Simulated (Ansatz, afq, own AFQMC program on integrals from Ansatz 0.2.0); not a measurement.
**Where AFQMC and coupled cluster stand for AlSiH, singlet**

```yaml
atoms:
  - { symbol: Si, position_ang: [0.0000, 0.0000, 2.4189] }
  - { symbol: Al, position_ang: [0.0000, 0.0000, -0.4121] }
  - { symbol: H, position_ang: [0.0000, 0.0000, -2.0069] }
```

Connectivity, by distances: Si–AlH.

Basis 6-31G. Noble-gas cores (and the filled d shells of Ga–Kr and In–Xe) are frozen. Ansatz 0.2.0 and our own AFQMC program on the same integrals; the CISD trial comes from CCSD amplitudes, and released means the phaseless constraint is let go. Uncertainties: one standard error, sampling alone.

Determinant: RHF, the one that the program's search chose, which needn't be the lowest solution. The geometry is a point of a scan.

Full CI on the same integrals is exact in this basis and with this determinant's frozen core.

Cautions: higher spins were not checked; restricted determinant unstable towards unrestricted (UHF 826 meV lower, ⟨S²⟩ 1.00); strong correlation (T1 0.075, weight of the determinant 0.78, largest double 0.18); the CCSDT(Q) amplitudes may be one of several solutions (largest double 0.52); the CCSDTQ amplitudes may be one of several solutions (largest double 0.88); the released energies are still falling, so no released level is given (meV from the phaseless value at times in 1/Eh: -6 ± 3 at 0.24, -12 ± 3 at 0.51, -18 ± 3 at 0.99, -21 ± 3 at 1.62, -26 ± 3 at 2.40); the determinant fills πx and πy unequally, so it mixes two states of the linear molecule, and each level undoes that mixture to a different degree, while full CI gives the lower state, and by Hund's rule a triplet of that filling probably lies lower still; CCSDTQ on the UHF determinant differs (595 meV lower), perhaps since the unrestricted series falls towards higher spin.

- T1 diagnostic: 0.0752
- weight of the determinant in the CISD state: 0.784
- size of the correlated space: 8 electrons in 18 orbitals

Reference: full CI, correlation energy -3.030 eV. The cautions show a poor starting determinant, so the rows tell how each method copes with it here, and full CI is the sure value.

```
        level  E − E(reference) (kcal/mol)  share of correlation (%)
           HF                        69.88                      0.00
          MP2                        26.22                     62.47
         CCSD                         5.87                     91.60
      CCSD(T)                         3.04                     95.65
        CCSDT                         1.50                     97.86
     CCSDT(Q)                         0.34                     99.51
       CCSDTQ                         0.10                     99.86
  ph-AFQMC/HF                  3.24 ± 0.52                     95.36
ph-AFQMC/CISD                  2.77 ± 0.08                     96.03
```

CCSDT and higher add their correlation energy to the determinant of the CCSD(T) run, since their own runs factorise the integrals more tightly (a shift of under 2 meV).
